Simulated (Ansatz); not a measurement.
Where CCSD(T) holds and where it slips

Each species is computed at the geometry given (Å), with frozen cores, in Ansatz 0.2.0: RHF-CCSD(T) for singlets, UHF-CCSD(T) otherwise, and full CI in the same basis. The program picks the determinant by trial CCSD, so it needn't be the lowest Hartree–Fock solution. States: B2⁺ quartet Πg, PH⁻ doublet Π, SO⁺ quartet Π, GaH singlet Σ⁺ or Δ, BF⁺ doublet Σ⁺ or Δ. Cases whose determinant has another symmetry than full CI's state, or whose (Q) step broke down, weren't drawn. No relativity is included.

Problem. Judging by size, spin and bonding, rank them by the size of CCSD(T)'s error in total energy against full CI in the same basis, smallest first (an estimate).
A. BF⁺, doublet, 6-31G: B 0.000 0.000 0.000; F 0.000 0.000 1.212
B. PH⁻, doublet, 6-31++G**: P 0.000 0.000 0.000; H 0.000 0.000 1.443
C. B₂⁺, quartet, cc-pVTZ: B 0.000 0.000 0.000; B 0.000 0.000 1.938
D. SO⁺, quartet, 6-31G: O 0.000 0.000 0.000; S 0.000 0.000 1.818
E. GaH, singlet, cc-pVQZ: Ga 0.000 0.000 0.000; H 0.000 0.000 1.607

Solution. E (9.3 meV), A (17.0 meV), B (22.2 meV), C (45.8 meV), D (62.3 meV).

| species | basis | correlated electrons | CCSD(T) − full CI (meV) | CCSDT(Q) − full CI (meV) | unpaired electrons (full CI) | T1 | ⟨S²⟩ of the determinant |
| --- | --- | --- | --- | --- | --- | --- | --- |
| GaH, singlet | cc-pVQZ | 4 | 9.3 | 0.3 | 0.07 | 0.012 | 0.00 |
| BF⁺, doublet | 6-31G | 9 | 17.0 | -4.4 | 1.02 | 0.024 | 0.76 |
| PH⁻, doublet | 6-31++G** | 7 | 22.2 | 0.2 | 1.05 | 0.015 | 0.76 |
| B2⁺, quartet | cc-pVTZ | 5 | 45.8 | 0.9 | 3.05 | 0.026 | 3.75 |
| SO⁺, quartet | 6-31G | 11 | 62.3 | -2.5 | 3.12 | 0.071 | 3.86 |

Unpaired electrons are Σ n²(2−n)² over natural occupations; an open shell counts its own unpaired electrons too. Frozen cores follow each run's orbitals, which moves totals by a few meV.
